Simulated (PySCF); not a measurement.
# Fluorine: a sound run and one with changed settings

Sound run: F [He] 2s2 2p5, F⁺ [He] 2s2 2p4. All numbers are calculated (PySCF 2.14, scalar relativity by spin-free X2C-1e, in x2c-TZVPall (5s3p2d1f, 31 functions)). The sound run starts from symmetry-adapted Hartree-Fock orbitals and uses a fine grid where one is needed.

Changed run: radial step 1.2 in ln r (0.13 in the sound run). This setting is unsound on purpose.

```csv
species,method,sound run (hartree),changed run (hartree),converged
F,UHF,-99.49886,-99.49886,yes
F,PBE0,-99.76459,-99.53990,yes
F,PBE,-99.75807,-99.47758,yes
F⁺,UHF,-98.92406,-98.92406,yes
F⁺,PBE0,-99.12479,-98.86546,yes
F⁺,PBE,-99.11116,-98.78531,yes
```

Ionisation energy of F:

```
method  sound run (eV)  changed run (eV)
   UHF          15.641            15.641
  PBE0          17.410            18.353
   PBE          17.603            18.838
```

A coarse radial grid mis-integrates the density and the exchange-correlation energy, with errors of either sign; Hartree-Fock needs no grid.

For comparison, NIST gives 17.423 eV between the lowest levels.
